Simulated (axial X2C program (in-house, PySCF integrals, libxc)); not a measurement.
## Estimating the spin–orbit splitting of the π levels of LiF

Calculated with an in-house relativistic program for diatomic molecules. Spin-free means the one-electron spin-free X2C Hamiltonian; two-component (2c) means X2C with spin–orbit coupling and atomic mean-field two-electron Coulomb and Gaunt terms, so the difference of the two also holds small scalar two-electron terms. Basis: F dyall-av3z [7s6p3d2f], Li dyall-cv3z [7s8p2d] (cores contracted in-house); Gaussian nuclei, density fitting, unrestricted open shells. Masses: F 18.998 u, Li 7.016 u.

Hartree–Fock at 1.564 Å, closed shell. Valence p splittings ε(p3/2) − ε(p1/2) of spherical Dirac–Hartree–Fock atoms with fractionally filled p shells: F 2p 0.072 eV.

```tsv
filled π level (eV), spin-free	F p share	Li p share
-12.94	0.95	0.03
```

Q: In first order a p shell splits by 3ζ/2 and a π orbital by ζ. Estimate the splitting of each π level from the shares.

A: level -12.94 eV: (2/3) × (0.95 × 0.072) = 0.05 eV.

The two-component Hartree–Fock calculation gives:

| ε(ω = 1/2) (eV) | σ share of it | ε(ω = 3/2) (eV) | splitting (eV) | estimate (eV) |
| --- | --- | --- | --- | --- |
| -12.962 | 0.00 | -12.917 | 0.04 | 0.05 |

The estimate leaves out the mixing of π1/2 with σ1/2 levels, which pushes the ω = 1/2 spinor up or down, the d and f parts of the orbital, small shares of the strongly split outer-core p shell of a metal, the Gaunt term (absent from the atomic values), and the change of the atomic p orbitals with charge; Löwdin shares depend on the basis.
